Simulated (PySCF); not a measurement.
Stepwise substitution at one centre (C C2H5-H). Gas-phase values, no solvent. One relaxed conformer stands for each flexible species; it need not be the lowest. Strings in code marks are SMILES.

Quantity: redistribution energy (mixed species minus the weighted end members), in eV.

Level 1: PBE-D3(BJ)/def2-TZVP // PBE-D3(BJ)/def2-SVP (PySCF)
Level 2: B3LYP/3-21G // PBE-D3(BJ)/def2-SVP (PySCF)
Level 3: PBE/6-31G* // PBE-D3(BJ)/def2-SVP (PySCF)
Level 4: HF/6-31G* // PBE-D3(BJ)/def2-SVP (PySCF)

| species | level 1 | level 2 | level 3 | level 4 |
|---|---|---|---|---|
| 3 of 4 C2H5 replaced by H: `CCC` | 0.039 | 0.003 | -0.012 | -0.090 |
| 2 of 4 C2H5 replaced by H: `CCCCC` (C–C–C–C torsion -180°, C–C–C–C torsion -180°) | 0.000 | -0.055 | -0.082 | -0.210 |
| 1 of 4 C2H5 replaced by H: `CCC(CC)CC` | 0.008 | -0.056 | -0.061 | -0.138 |
